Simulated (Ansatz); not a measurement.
Saddle point of H3O2, doublet (HO₂ ([O][OH]) + H₂ → H₂O₂ ([OH][OH]) + H; bonds formed: H1–O3; bonds broken: H1–H2), PBE0-D4/def2-TZVP structure:

H1  (-0.180, -0.682, 0.505)
H2  (0.362, -1.254, 1.223)
O3  (-0.681, -0.145, -0.292)
O4  (-0.059, 1.092, -0.349)
H5  (0.558, 0.989, -1.087)
(Å)

Energies are electronic, without zero-point energy. Barriers and step energies count from the start structure reached by relaxing down the imaginary mode; all methods use the PBE0-D4 structures, on which another method's saddle can fall below an end. Program: Ansatz 0.2.0. Basis: def2-TZVPP, with def2-QZVPP for the basis limit. Cores are frozen in the correlated methods; orbitals are unrestricted. B3LYP uses VWN-RPA correlation. Extrapolation: Hartree–Fock as exp(−7.88 √X), correlation as X^−2.97.

```
      method  barrier (kJ/mol)  step energy (kJ/mol)
       SPW92              36.8                  60.5
      PBE-D4              74.8                  77.6
     BLYP-D4              83.7                  93.7
   r2SCAN-D4              82.8                  84.8
      B97M-V              90.9                  80.1
     PBE0-D4              91.9                  74.2
    B3LYP-D4              96.2                  89.1
  r2SCAN0-D4              96.0                  83.8
    BHLYP-D4                 ?                  88.0
CAM-B3LYP-D4              98.4                  82.4
     wB97X-V             111.7                  81.8
     wB97M-V                 ?                  76.0
      B2PLYP             101.9                  77.4
    PBE-QIDH             101.2                  63.4
  RPA on PBE             115.0                  83.7
          HF             161.1                  85.9
         MP2                 ?                  31.0
        CCSD             115.5                  72.8
     CCSD(T)             108.8                  69.6
```

**Question.** Fill in the withheld barriers. (An estimate is asked for; the value comes from the calculation.)

**Answer.** By the calculation: MP2 84.7; BHLYP-D4 115.1; wB97M-V 106.6 kJ/mol. Each is the energy of the saddle less that of the start structure, by the same method.

For comparison, the barrier by CCSD(T) at an estimated basis limit (MP2 extrapolated from triple and quadruple zeta, plus CCSD(T) − MP2 in triple zeta) is 102.1 kJ/mol.

No T1 diagnostic of these runs exceeds 0.030. ⟨S²⟩ of the unrestricted Hartree–Fock references: 0.75 to 0.78 (a pure state has 0.75).

Labels in which every atom is bracketed show which atoms are joined, not bond orders.

For scale, one of the runs: CCSD(T)/def2-TZVPP, 104 basis functions (an equivalent command: `ansatz run in.yaml --threads 2`). Hardware: 2 CPU threads, shared host. Wall time 6 s; peak host memory 0.88 GiB.
